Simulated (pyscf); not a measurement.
This saddle point was located with ωB97X-D3(BJ)/def2-SVP in PySCF.

```xyz
9

V     -1.2326    -0.5931    -0.2586
Cl     1.1311    -0.2717     1.1109
Cl    -0.3000    -2.2903    -1.1436
Cl    -2.9696    -0.3524    -1.4915
Cl    -2.0966    -0.9712     1.6491
N     -0.5015     1.1293    -0.6313
H      0.5765     0.7223     0.2415
H     -0.2626     1.2967    -1.6118
H     -1.0539     1.9176    -0.2844
```
Charge 0, spin multiplicity 2.

Surface: doublet, charge 0. Lowest wavenumbers (cm⁻¹): 721i, 50, 93, 112, 143.

### Question
What reaction is this the transition state of?

### Answer
[Cl–V(Cl)(Cl)–Cl]• + NH₃ ⇌ [H₂N–V(Cl)(Cl)–Cl]• + HCl, a four-centre exchange read from left to right: Cl–V, H–N broken and N–V, Cl–H formed. At ωB97M-D3(BJ)/def2-TZVP it lies +18.7 kcal/mol from the left side and +11.3 kcal/mol from the right (each side as separated species at their lowest minima found). On the reactant side the descent ends in an adduct with a N–V contact (not fully relaxed), 21.1 kcal/mol under the separated species and 38.8 kcal/mol under the saddle at ωB97X-D3(BJ)/def2-TZVP. What is counted as formed (N–V) is already present as a longer contact in the reactant adduct; forming that adduct is a step of its own. One saddle was located; it need not be the lowest between these sides. Open-shell species with a d-block atom are single-reference here; other states, and whether the spin sits on metal or ligand, were not checked.
